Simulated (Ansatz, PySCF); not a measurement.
This Ansatz (an electronic-structure program) input computes a PBE0/def2-TZVPD energy:

Ansatz 0.2 input:
```yaml
crystal:
  periodic: [false, false, false]
  atoms:
    - {symbol: C, position_ang: [0.11017686, -0.00298019, 1.00069413]}
    - {symbol: C, position_ang: [0.00657930, -0.64353847, -0.44488908]}
    - {symbol: C, position_ang: [-0.02122354, 0.64794511, -0.43798179]}
    - {symbol: H, position_ang: [-0.92943803, -0.02760792, 1.42083811]}
    - {symbol: H, position_ang: [0.21074686, -1.50598837, -1.07199433]}
    - {symbol: H, position_ang: [0.14549544, 1.52503758, -1.05578336]}
basis:
  gaussian:
    orbitals: def2-TZVPD
hamiltonian:
  xc: {name: PBE0}
total_charge: -1
output: {forces: true}
```

Q: Write an input for the same energy in PySCF and say what it gives.

A: 
```python
from pyscf import gto, scf, dft

mol = gto.M(
    atom='''
    C     0.11017686   -0.00298019    1.00069413
    C     0.00657930   -0.64353847   -0.44488908
    C    -0.02122354    0.64794511   -0.43798179
    H    -0.92943803   -0.02760792    1.42083811
    H     0.21074686   -1.50598837   -1.07199433
    H     0.14549544    1.52503758   -1.05578336
    ''',
    basis='def2-tzvpd',
    charge=-1,
    spin=0,
    verbose=4,
)

mf = dft.RKS(mol, xc='pbe0').density_fit(auxbasis='def2-universal-jkfit')
mf.grids.level = 3
mf.conv_tol = 1e-9
mf.max_cycle = 100
mf.max_memory = 1500
mf.kernel()
if not mf.converged:
    mf = mf.newton()
    mf.kernel(mf.make_rdm1())
mf.analyze()
```
It gives -115.82857 Eh, and Ansatz -115.82852 Eh, a difference of 0.05 mEh, from the treatment of integrals and grids.

It need not be the lowest isomer of its formula. Whether it binds its extra electron was not tested at this geometry.
